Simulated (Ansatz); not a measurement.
Li2SrSiO4 (P3₁21, No. 152; cell taken from a computed entry) was calculated with LDA (plane waves, PAW; Ansatz, a program for electronic structure).

From the output:

```
Crystal: 24 atoms, lattice volume = 268.995 Å³
Basis set: ecut = 520 eV, 7259 PW (Γ), exchange–correlation on 80×80×192 points (8 copies of the dense FFT grid, shifted against one another)
Bands: 90, of which v1, the nominal top of the filled ones, is band 66 counted from 1 (65 counted from 0)
Symmetry: 6 space group operations
Space group: P3121 (ITA 152), of the structure as read, at distance tolerance 6.5e-5 Å
k-points: 69 of 576 (time reversal used)
Functional: x = slater, c = lda
SCF iter   1: F=—  HF=-20069.076827 eV  |F-HF|=—  |Δ(HF+E_count)|=         —  Δρ=1.46e-2  dr2=5.09e-1
SCF iter   2: F=—  HF=-20068.920315 eV  |F-HF|=—  |Δ(HF+E_count)|=   1.57e-1  Δρ=4.52e-3  dr2=1.91e-2
  ...
SCF iter   8: F=—  HF=-20068.908271 eV  |F-HF|=—  |Δ(HF+E_count)|=   5.59e-8  Δρ=1.50e-6  dr2=1.02e-8
SCF iter   9: F=-20068.908271 eV  HF=-20068.908271 eV  |F-HF|=1.09e-11  |Δ(HF+E_count)|=   3.03e-9  Δρ=2.34e-7  dr2=1.80e-10
SCF 1 converged in 9 iterations: F = -20068.908271 eV  dr2 = 1.80e-10
SCF converged after 9 iterations
Free energy (F): -20068.908271 eV
  ...
--- Forces (eV/Å), atoms counted from 1 ---
  atom   1  Li    -0.02659894    -0.03137873     0.01439357
  atom   2  Li     0.04047424    -0.00734599     0.01439357
  atom   3  Li    -0.01387531     0.03872472     0.01439357
  atom   4  Li    -0.01387531    -0.03872472    -0.01439357
  atom   5  Li    -0.02659894     0.03137873    -0.01439357
  atom   6  Li     0.04047424     0.00734599    -0.01439357
  atom   7  Sr     0.03973483     0.00000000     0.00000000
  atom   8  Sr    -0.01986741     0.03441137     0.00000000
  atom   9  Sr    -0.01986741    -0.03441137    -0.00000000
  atom  10  Si     0.00672151     0.00000000    -0.00000000
  atom  11  Si    -0.00336075     0.00582099    -0.00000000
  atom  12  Si    -0.00336075    -0.00582099     0.00000000
  atom  13  O      0.07769891     0.10821337    -0.15572985
  atom  14  O     -0.13256499     0.01318255    -0.15572985
  atom  15  O      0.05486607    -0.12139592    -0.15572985
  atom  16  O      0.05486607     0.12139592     0.15572985
  atom  17  O      0.07769891    -0.10821337     0.15572985
  atom  18  O     -0.13256499    -0.01318255     0.15572985
  atom  19  O     -0.18965662    -0.04284982     0.00834907
  atom  20  O      0.13193734    -0.14282254     0.00834907
  atom  21  O      0.05771927     0.18567236     0.00834907
  atom  22  O      0.05771927    -0.18567236    -0.00834907
  atom  23  O     -0.18965662     0.04284982    -0.00834907
  atom  24  O      0.13193734     0.14282254    -0.00834907
--- Stress (GPa, compression-positive) ---
       -4.473749       0.000000      -0.000000
        0.000000      -4.473749       0.000000
       -0.000000       0.000000      -4.690168
  P = ⅓ Tr σ = -4.5459 GPa (-45.459 kbar)
```

### Question
Write an input file that could have produced this run (the log leaves some choices open).

### Answer
One answer among several that fit: 
Ansatz 0.2 input:
```yaml
crystal:
  lattice:
    - [5.0045849111, 0.0, 0.0]
    - [-2.5022924556, 4.3340976684, 0.0]
    - [0.0, 0.0, 12.4015898195]
  atoms:
    - { symbol: Li, position: [0.6643815105, 0.5911129226, 0.7456476075] }
    - { symbol: Li, position: [0.4088870774, 0.073268588, 0.0789809408] }
    - { symbol: Li, position: [0.926731412, 0.3356184895, 0.4123142742] }
    - { symbol: Li, position: [0.5911129226, 0.6643815105, 0.2543523925] }
    - { symbol: Li, position: [0.073268588, 0.4088870774, 0.9210190592] }
    - { symbol: Li, position: [0.3356184895, 0.926731412, 0.5876857258] }
    - { symbol: Sr, position: [0.4197925649, 0.0, 0.8333333333] }
    - { symbol: Sr, position: [0.0, 0.4197925649, 0.1666666667] }
    - { symbol: Sr, position: [0.5802074351, 0.5802074351, 0.5] }
    - { symbol: Si, position: [0.2777292309, 0.0, 0.3333333333] }
    - { symbol: Si, position: [0.0, 0.2777292309, 0.6666666667] }
    - { symbol: Si, position: [0.7222707691, 0.7222707691, 0.0] }
    - { symbol: O, position: [0.5486305659, 0.5130213987, 0.1071868507] }
    - { symbol: O, position: [0.4869786013, 0.0356091673, 0.440520184] }
    - { symbol: O, position: [0.9643908327, 0.4513694341, 0.7738535173] }
    - { symbol: O, position: [0.5130213987, 0.5486305659, 0.8928131493] }
    - { symbol: O, position: [0.0356091673, 0.4869786013, 0.559479816] }
    - { symbol: O, position: [0.4513694341, 0.9643908327, 0.2261464827] }
    - { symbol: O, position: [0.0702802953, 0.7615614096, 0.9962309387] }
    - { symbol: O, position: [0.2384385904, 0.3087188857, 0.3295642721] }
    - { symbol: O, position: [0.6912811143, 0.9297197047, 0.6628976054] }
    - { symbol: O, position: [0.7615614096, 0.0702802953, 0.0037690613] }
    - { symbol: O, position: [0.3087188857, 0.2384385904, 0.6704357279] }
    - { symbol: O, position: [0.9297197047, 0.6912811143, 0.3371023946] }
basis:
  ecutwfc: 520
  ecutrho_ratio: 4
  xc_grid: 2
kpoints:
  mp_grid: { grid: [12, 12, 4] }
  band_path:
    path:
      - [0.0, 0.0, 0.0]
      - [0.071429, 0.0, 0.0]
      - [0.142857, 0.0, 0.0]
      - [0.214286, 0.0, 0.0]
      - [0.285714, 0.0, 0.0]
      - [0.357143, 0.0, 0.0]
      - [0.428571, 0.0, 0.0]
      - [0.5, 0.0, 0.0]
      - [0.444444, 0.111111, 0.0]
      - [0.388889, 0.222222, 0.0]
      - [0.333333, 0.333333, 0.0]
      - [0.291667, 0.291667, 0.0]
      - [0.25, 0.25, 0.0]
      - [0.208333, 0.208333, 0.0]
      - [0.166667, 0.166667, 0.0]
      - [0.125, 0.125, 0.0]
      - [0.083333, 0.083333, 0.0]
      - [0.041667, 0.041667, 0.0]
      - [0.0, 0.0, 0.5]
      - [0.071429, 0.0, 0.5]
      - [0.142857, 0.0, 0.5]
      - [0.214286, 0.0, 0.5]
      - [0.285714, 0.0, 0.5]
      - [0.357143, 0.0, 0.5]
      - [0.428571, 0.0, 0.5]
      - [0.5, 0.0, 0.5]
      - [0.444444, 0.111111, 0.5]
      - [0.388889, 0.222222, 0.5]
      - [0.333333, 0.333333, 0.5]
      - [0.291667, 0.291667, 0.5]
      - [0.25, 0.25, 0.5]
      - [0.208333, 0.208333, 0.5]
      - [0.166667, 0.166667, 0.5]
      - [0.125, 0.125, 0.5]
      - [0.083333, 0.083333, 0.5]
      - [0.041667, 0.041667, 0.5]
    npoints: 1
hamiltonian:
  xc: lda
  dispersion: none
  pseudopotentials: { kind: paw }
scf:
  occupations: { method: fermi_dirac, width: 0.01 }
  convergence: { dr2_threshold: 0.0000000024 }
output:
  forces: true
  stress: true
  eigenvalues: true
  write_bands: true
```

The PAW data were made under PBE.

Note: cell and atoms aren't relaxed at this level (largest force component 0.19 eV/Å, pressure -4.5 GPa).
